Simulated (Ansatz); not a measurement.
Frontier orbitals of C4H9N (`C=CN(C)C`).

Total charge 0; spin multiplicity 1. The geometry is a stationary point of PBE0-D4/def2-TZVP. It is one conformer, not always the lowest. Basis def2-TZVPP, Ansatz.

```
 functional  HOMO (eV)  LUMO (eV)  gap (eV)
LDA (SPW92)      -4.70      -0.20      4.50
        PBE      -4.55       0.02      4.57
       PBE0      -5.65       0.96      6.61
    r2SCAN0      -5.78       1.15      6.93
    ωB97X-V      -7.89       2.99     10.88
    ωB97M-V      -7.83       2.65     10.48
         HF      -8.18       3.78     11.96
```

From PBE to PBE0 the HOMO moves by −1.10 eV and the LUMO by +0.94 eV, and with ωB97M-V by −3.28 and +2.63 eV, so the gap grows from 4.57 to 10.48 eV with exact exchange. A positive LUMO is unbound and depends on the basis.
